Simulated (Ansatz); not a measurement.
# BH3 (singlet): from Hartree-Fock to the top rungs at distance B1–H2 = 1.490 Å, cc-pVDZ

The task here is to estimate one member of a computed series from the others.

Program: Ansatz 0.2.0, Gaussian basis. Level of theory: cc-pVDZ, core rule «outside noble gas», up to 1 orbitals frozen. These are calculated values, not measurements.

Plan: UHF; CCSD(T) on RHF; BCCD(T) on RHF; CISD; CCSDT(Q) on RHF; CCSDTQ on RHF; CASSCF and MRCISD+Q, 2 electrons in 2 orbitals; CASSCF and NEVPT2, 2 electrons in 2 orbitals; CASSCF and MRCISD+Q, 6 electrons in 7 orbitals; CASSCF and NEVPT2, 6 electrons in 7 orbitals; Full CI.

18 further runs of the same task are left out: 4 for a known fault of the program, 10 that didn't finish, 4 set aside as unsound or not needed.

**The geometry**

The geometry derives from a PBE0/def2-TZVP stationary point (not a proven minimum). One bond is set to the value named and the two fragments are kept rigid.

4 atoms, charge 0, spin multiplicity 1.

Atoms are counted from 1 here; the program's logs count them from 0.

Bond lengths: B1–H3 1.193 Å, B1–H4 1.193 Å. Angles: H3–B1–H4 120.0°.

The first run:

Contents of in.yaml:

```yaml
crystal:
  periodic: [false, false, false]
  atoms:
    - {symbol: B, position_ang: [-0.021603, -0.000264, 0.000005]}
    - {symbol: H, position_ang: [1.468287, 0.017910, -0.000317]}
    - {symbol: H, position_ang: [-0.630897, 1.025949, -0.002832]}
    - {symbol: H, position_ang: [-0.605684, -1.041032, 0.003100]}
basis:
  gaussian: {orbitals: cc-pVDZ}
magnetization: {spin_polarized: true, initial_magnetization: 0}
hamiltonian: {xc: hf}
output: {orbitals: {seedname: orbitals}}
```

Command:

```console
> ansatz run in.yaml --threads 1 --pin off --events-out ev --progress --plain --max-ram 2393MiB
```

Steps of the session up to this table: UHF; CCSD(T) on RHF; BCCD(T) on RHF; CISD; CCSDT(Q) on RHF; CCSDTQ on RHF; CASSCF and MRCISD+Q, 2 electrons in 2 orbitals; CASSCF and NEVPT2, 2 electrons in 2 orbitals; CASSCF and MRCISD+Q, 6 electrons in 7 orbitals; CASSCF and NEVPT2, 6 electrons in 7 orbitals; Full CI.

One of the session's tables, all rows but one given; the rest of the session is left out.

It belongs to the step «Misses and costs». 

| method | from FCI (meV) |
| --- | --- |
| RHF | +3300.3 |
| RMP2 | +754.5 |
| CISD | +171.0 |
| RCCSD | +61.9 |
| RCCSD(T) | +13.3 |
| BCCD(T) | +13.4 |
| RCCSDT | ? |
| RCCSDT(Q) | +0.2 |
| RCCSDTQ | 0.0 |
| CASSCF pair | +2756.2 |
| NEVPT2 pair | +679.0 |
| MRCISD pair | +115.3 |
| MRCISD+Q pair | -16.0 |
| CASSCF valence | +1791.3 |
| NEVPT2 valence | +532.6 |
| MRCISD valence | +55.9 |
| MRCISD+Q valence | +1.1 |
| FCI | 0 |

Estimate the missing values for RCCSDT.

The run gave: from FCI (meV): +1.4. In the column «from FCI (meV)» it lies between MRCISD+Q valence (+1.1) and RCCSD(T) (+13.3).

Limits of these values: MRCISD+Q pair falls below full CI: the +Q correction isn't variational, and the cores differ from full CI's.
